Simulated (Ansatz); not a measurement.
**How far a parabola holds: energy against volume of cubic BN**

Cubic BN, treated with rVV10 (PAW; Ansatz, a quantum-chemistry and plane-wave program). Run with plane-wave cutoff 520 eV, 16×16×16 k mesh, Fermi–Dirac smearing 0.01 eV, scalar-relativistic PAW data made under PBE. The cell has no free parameter but its volume, all volumes share cutoff and mesh, and the runs aren't spin-polarised. Energies are free energies at the run's smearing, counted from the lowest row; static lattice.

```
V (Å³/atom)  E (meV/atom)
-----------  ------------
5.659                   ?
5.779               11.71
5.900                2.86
6.020                0.00
6.141                2.60
6.261               10.18
```

Taking a parabola for E over the 5 complete rows: With u = V - 6.02, the rows have u = -0.24100, -0.12000, 0.00000, 0.12100, 0.24100. Least squares gives E = -0.004 - 2.793·u + 188.507·u². Residuals (row less fit): 0.092, -0.186, 0.004, 0.182, -0.092; standard error 0.206 (degrees of freedom: 2). The fitted curve has its minimum at V = 6.03, where E = -0.01. Its curvature is d²E/dV² = 2 × 188.507 meV/Å⁶, so B = V0·d²E/dV² × 0.1602 = 364 GPa.

Q: Predict the withheld E at V = 5.659 from the fit, and compare with the calculation.

A: u = -0.36100, so E = -0.004 - 2.793 × (-0.36100) + 188.507 × (-0.36100)² = 25.571 meV/atom. The calculation gives 27.16 meV/atom, 1.589 meV/atom above the prediction (5.9 % of the range of E in the table). The row lies outside the fitted rows, so this is an extrapolation. From the scatter of the fitted rows alone, a prediction at this place has a standard error of 0.485 meV/atom, so the miss is 3.3 times that.

The residuals are curvature that a parabola lacks, not noise. A solid that stiffens under compression and softens on expansion lies above the parabola at the compressed end and under it at the expanded end, as this row does. A third-order Birch-Murnaghan fit to the whole scan has B0 = 363 GPa. Only scans are tabulated whose curvature falls smoothly with volume, and where the parabola meets the shown rows within 5 % of their range and misses the end by 0.1 meV or more.

Measured, for comparison: bulk modulus 410 GPa (0 K value with the zero-point phonon effect removed, sources range from 388 to 410; as tabulated in Mejia-Rodriguez and Trickey (2018), arXiv:1807.09216). Computed less measured: bulk modulus -11 % (-6 % to -11 % over the range).
